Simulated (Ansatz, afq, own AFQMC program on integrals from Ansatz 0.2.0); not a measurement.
C2H6ClFOSi, singlet, reference energies and how methods fare

```xyz
12

C     1.2063   -1.1732   -0.9713
C     0.6928    0.0753   -0.2973
O    -0.6993   -0.0545   -0.0610
Si   -1.6489    0.8320    0.9229
F    -1.8039    2.3405    0.3687
Cl   -0.7989    0.9960    2.7856
H     0.6842   -1.3421   -1.9246
H     2.2835   -1.0820   -1.1761
H     1.0470   -2.0538   -0.3315
H     0.8713    0.9608   -0.9322
H     1.2184    0.2448    0.6594
H    -2.9754    0.2009    0.9913
```

Geometry: a PBE0/def2-SVP stationary point, not shown to be a minimum. Basis def2-SVP. Noble-gas cores (and the filled d shells of Ga–Kr and In–Xe) are frozen. AFQMC by an in-house program on the Cholesky factors that Ansatz 0.2.0 writes for its CCSD(T) run. The CISD trial takes its coefficients from CCSD amplitudes. Released means that phaseless walkers are propagated on without the constraint, phases kept. ± is one standard error of the sampling.

Best estimates are CCSD(T) at the basis-set limit (def2-TZVPP/QZVPP) plus the step from CCSD(T) to the highest rung at hand in def2-SVP, named in the table (released AFQMC can keep some 10 meV of bias). Fragments are relaxed and keep their bonds. No zero-point, core-correlation or spin–orbit terms. Where CCSD(T) in the larger sets was too dear, only MP2 was extrapolated. Other levels are in def2-SVP, the functionals in def2-TZVP; a dash marks a level that is missing or breaks spin symmetry for a member.

Cautions: C₂H₆ClFOSi (singlet): the released value is read at 0.63 1/Eh with a noise of 22 meV, more than in the cases checked, later times being too noisy (meV from the phaseless value at times in 1/Eh: -19 ± 20 at 0.21, 11 ± 22 at 0.42, -2 ± 22 at 0.63, -20 ± 34 at 0.90); C₂H₆FOSi (doublet): the released value is read at 0.90 1/Eh with a noise of 25 meV, more than in the cases checked (meV from the phaseless value at times in 1/Eh: -17 ± 19 at 0.21, -17 ± 26 at 0.42, -13 ± 25 at 0.63, 20 ± 25 at 0.90).

```tsv
process	r2SCAN (kcal/mol)
Si4–Cl6 → C2H6FOSi (doublet) + Cl (doublet)	117.2
to free atoms	1123.8
```

Problem. From these values, estimate the best estimates.

Solution. 
| process | best estimate (kcal/mol) | highest rung |
| --- | --- | --- |
| Si4–Cl6 → C2H6FOSi (doublet) + Cl (doublet) | 121.8 ± 0.8 | released AFQMC |
| to free atoms | 1127.2 ± 0.5 | released AFQMC |

Errors against the best estimates in kcal/mol, in the same order:

| level | error, 1 | error, 2 |
| --- | --- | --- |
| MP2 | -6.8 | -50.8 |
| CCSD(T) | -10.5 | -69.7 |
| ph-AFQMC/CISD | -10.5 ± 0.5 | -68.8 ± 0.3 |
| CCSD(T)/CBS | -0.4 | -0.6 |
| PBE | -6.3 | 4.9 |
| r2SCAN | -4.6 | -3.4 |
| PBE0 | -5.6 | -12.9 |
| B3LYP | -9.5 | -19.5 |
| wB97M-V | 0.3 | -1.5 |
| B2PLYP | -6.1 | -20.5 |

Cost at the first geometry (cards were shared with other jobs): PBE0/def2-SVP, 6.5 s on 1 thread of AMD EPYC 7R13 Processor (Zen 3), with other jobs on the host; RCCSD(T)/def2-SVP, 5.5 s on 1 × NVIDIA H100 80GB HBM3 with 1 thread of AMD EPYC 7R13 Processor (Zen 3), with other jobs on the host; ph-AFQMC/CISD with release, 4.3 min on 1 × NVIDIA H100 80GB HBM3 with 2 threads of AMD EPYC 7R13 Processor (Zen 3), on a shared host.

Best estimates are given only where the step beyond CCSD(T) is under 0.3 eV and no member's determinant is very poor (T1 over 0.05, or 0.07 for open shells, ⟨S²⟩ too high by 0.3, two states mixed), so the hardest cases are missing from such tables.

The functionals ran in a triple-zeta set and keep a basis error of their own, a few kJ/mol for each bond in atomization energies and more for double hybrids, so close places among them and the extrapolated levels can swap.

Each member of a difference takes its own highest rung, so a best estimate needn't equal the limit plus the step of one row. Released energies are given only where the last usable release times agree within the noise; a slower fall can still hide under it.
